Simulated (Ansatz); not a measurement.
in.yaml

```yaml
crystal:
  periodic: [false, false, false]
  atoms:
    - {symbol: Si, position_ang: [0.000000, 0.032951, 0.605869]}
    - {symbol: N, position_ang: [0.000000, -0.113788, -1.088955]}
    - {symbol: H, position_ang: [0.000000, 0.663088, -1.749585]}
basis:
  gaussian: {orbitals: 6-31G}
magnetization: {spin_polarized: true, initial_magnetization: 0}
hamiltonian: {xc: {name: B3LYP}}
```

```sh
$ ansatz run in.yaml --threads 1 --pin off --events-out ev --progress --plain --max-ram 4096MiB --backend cpu
```

(1) Roughly how long does this take on 1 thread of AMD EPYC 7R13, shared host, and how much host memory?

```
304 factors; integrals over basis functions are off by at most 2.5e-4 eV
mean field evaluation 1: about -9369.7717 eV, gradient 4.9e1 eV
mean field evaluation 2: about -9285.2326 eV, gradient 9.9e1 eV
mean field evaluation 4: about -9381.3485 eV, gradient 3.9e0 eV
mean field evaluation 8: about -9381.5020 eV, gradient 4.9e-2 eV
mean field evaluation 16: about -9381.5020 eV, gradient 3.9e-5 eV
mean field -9381.50202100 eV, -344.7638402615 hartree, gradient 3.9e-5 eV, S^2 0.000000; 1 other end points of the search recorded, 0 dependent functions left out
reference -9381.50218209 eV, -344.7638461813 hartree; 11, 11 occupied and 13, 13 virtual orbitals, 304 factors
Total energy: -9381.50218209 eV, -344.7638461813 hartree
```

Answers

(1) 0.54 s wall and 0.11 GiB.
